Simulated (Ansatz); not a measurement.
in.yaml

```yaml
crystal:
  periodic: [false, false, false]
  atoms:
    - {symbol: B, position_ang: [0.000000, 0.000000, 0.018918]}
    - {symbol: B, position_ang: [0.000000, 0.000000, -1.216082]}
    - {symbol: H, position_ang: [0.000000, 0.000000, 1.197165]}
basis:
  gaussian: {orbitals: 6-31G}
magnetization: {spin_polarized: true, initial_magnetization: 3}
correlation: {method: bccd, electrons: outside_noble_gas, diis_vectors: 12}
accuracy: high
```

```sh
$ ansatz run in.yaml --threads 1 --pin off --events-out ev --progress --plain --max-ram 2393MiB
```

Problem. Roughly how long does this take on 1 thread of Arm Neoverse V1, shared host, and how much host memory?

Solution. 0.48 s wall and 0.08 GiB.

```
450 factors; integrals over basis functions are off by at most 3.4e-9 eV
mean field evaluation 1: about -1351.0445 eV, gradient 8.7e0 eV
mean field evaluation 2: about -1351.0643 eV, gradient 8.7e0 eV
mean field evaluation 4: about -1352.1593 eV, gradient 1.2e0 eV
mean field evaluation 8: about -1352.1956 eV, gradient 2.6e-2 eV
mean field evaluation 16: about -1351.9366 eV, gradient 3.4e0 eV
mean field -1352.19561920 eV, -49.6922724546 hartree, gradient 2.3e-8 eV, S^2 3.755823; 0 other end points of the search recorded, 0 dependent functions left out
2 core orbitals not correlated: weight in the atoms' cores, before any rotation towards them, 1.000 or more for the frozen orbitals, at most 0.000 for the correlated occupied ones
reference -1352.19561920 eV, -49.6922724546 hartree; 5, 2 occupied and 13, 16 virtual orbitals, 450 factors
second order -1.52426855 eV of doubles, -0.00000000 eV of singles
cycle   1  -1.85631872 eV  change   -3.3e-1 eV  update   4.6e-2
cycle   2  -2.00089868 eV  change   -1.4e-1 eV  update   2.1e-2
cycle   3  -2.01431350 eV  change   -1.3e-2 eV  update   8.0e-3
cycle   4  -2.01547393 eV  change   -1.2e-3 eV  update   2.4e-3
cycle   5  -2.01500431 eV  change    4.7e-4 eV  update   6.0e-4
cycle   6  -2.01496778 eV  change    3.7e-5 eV  update   1.7e-4
cycle   7  -2.01501105 eV  change   -4.3e-5 eV  update   5.2e-5
cycle   8  -2.01498841 eV  change    2.3e-5 eV  update   1.4e-5
cycle   9  -2.01498703 eV  change    1.4e-6 eV  update   4.5e-6
cycle  10  -2.01498876 eV  change   -1.7e-6 eV  update   1.3e-6
cycle  11  -2.01498818 eV  change    5.9e-7 eV  update   3.9e-7
cycle  12  -2.01498800 eV  change    1.7e-7 eV  update   1.4e-7
cycle  13  -2.01498808 eV  change   -7.9e-8 eV  update   5.2e-8
cycle  14  -2.01498808 eV  change    7.8e-9 eV  update   2.3e-8
cycle  15  -2.01498809 eV  change   -1.4e-8 eV  update   1.4e-8
cycle  16  -2.01498806 eV  change    3.2e-8 eV  update   4.4e-8
cycle  17  -2.01498803 eV  change    2.5e-8 eV  update   1.8e-8
cycle  18  -2.01498803 eV  change    4.8e-9 eV  update   4.2e-9
cycle  19  -2.01498803 eV  change   5.2e-10 eV  update   1.3e-9
cycle  20  -2.01498803 eV  change   1.7e-10 eV  update  3.0e-10
Total energy: -1354.21060723 eV, -49.7663218988 hartree
```
